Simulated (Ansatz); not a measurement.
Input file:

```yaml
crystal:
  periodic: [false, false, false]
  atoms:
    - {symbol: As, position_ang: [0.014437, 0.025196, -0.052144]}
    - {symbol: H, position_ang: [1.273550, 0.039171, 0.802239]}
    - {symbol: H, position_ang: [-0.634601, 1.111998, 0.792333]}
    - {symbol: H, position_ang: [-1.712072, -3.024060, 2.281373]}
basis:
  gaussian: {orbitals: 6-31G}
magnetization: {spin_polarized: false}
correlation: {method: ccsdt_q, electrons: outside_noble_gas}
```

```sh
$ ansatz run in.yaml --threads 1 --pin off --events-out ev --progress --plain --max-ram 2393MiB
```

The program prints:

```
575 factors; integrals over basis functions are off by at most 3.3e-8 eV
mean field evaluation 1: about -60825.7129 eV, gradient 9.5e0 eV
mean field evaluation 2: about -60825.7115 eV, gradient 9.5e0 eV
mean field evaluation 4: about -60826.1680 eV, gradient 3.2e0 eV
mean field evaluation 8: about -60826.2238 eV, gradient 6.6e-4 eV
mean field evaluation 16: about -60826.2263 eV, gradient 1.7e-1 eV
mean field evaluation 32: about -60825.0724 eV, gradient 1.5e0 eV
mean field evaluation 64: about -60823.1262 eV, gradient 2.2e-3 eV
mean field -60826.22377406 eV, -2235.3224942013 hartree, gradient 4.4e-6 eV, S^2 0.000000; 4 other end points of the search recorded, 0 dependent functions left out; unrestricted orbitals would lower it
determinant -60826.22377406 eV, -2235.3224942013 hartree, with singles and doubles -60831.25252186 eV, -2235.5072972746 hartree
determinant -60825.08452658 eV, -2235.2806276287 hartree, with singles and doubles -60830.79741556 eV, -2235.4905724265 hartree
determinant -60823.12619316 eV, -2235.2086602028 hartree, with no singles and doubles
determinant -60826.22377406 eV, -2235.3224942013 hartree, with singles and doubles -60832.08654540 eV, -2235.5379470741 hartree
determinant -60825.08452658 eV, -2235.2806276287 hartree, with singles and doubles -60832.09115171 eV, -2235.5381163529 hartree
mean field evaluation 96: about -60826.2240 eV, gradient 1.2e-1 eV
mean field evaluation 128: about -60826.2238 eV, gradient 5.8e-4 eV
unrestricted determinant -60830.40481619 eV, -2235.4761446658 hartree, S^2 1.0055
14 core orbitals not correlated: weight in the atoms' cores, before any rotation towards them, 0.999 or more for the frozen orbitals, at most 0.000 for the correlated occupied ones
reference -60826.22377406 eV, -2235.3224942013 hartree; 4, 4 occupied and 17, 17 virtual orbitals, 575 factors
second order -3.95946287 eV of doubles, -0.00000000 eV of singles
cycle   1  -3.11850333 eV  change    -1.1e0 eV  update   1.6e-1
...
cycle  16  -5.99516719 eV  change    1.5e-5 eV  update   2.3e-5
cycle  17  -5.99517164 eV  change   -4.5e-6 eV  update   1.0e-5
cycle  18  -5.99517447 eV  change   -2.8e-6 eV  update   3.5e-6
cycle  19  -5.99517544 eV  change   -9.7e-7 eV  update   1.4e-6
cycle  20  -5.99517634 eV  change   -8.9e-7 eV  update   6.1e-7
cycle  21  -5.99517704 eV  change   -7.0e-7 eV  update   2.4e-7
cycle  22  -5.99517214 eV  change    4.9e-6 eV  update   1.1e-6
cycle  23  -5.99516420 eV  change    7.9e-6 eV  update   7.0e-7
cycle  24  -5.99516317 eV  change    1.0e-6 eV  update   1.0e-7
cycle  25  -5.99516322 eV  change   -4.6e-8 eV  update   3.3e-8
perturbative correction -0.00081325 eV, -0.0000298866 hartree
WARN: these amplitudes may be one of several solutions (largest doubles amplitude 0.91, level shift 8.66 eV)
Total energy: -60832.21975053 eV, -2235.5428422725 hartree
```

For the same geometry and basis full CI lies 1.1 meV higher.

Ran on 1 thread of Arm Neoverse V2, shared host: 2.1 s wall, 0.22 GiB peak host memory.
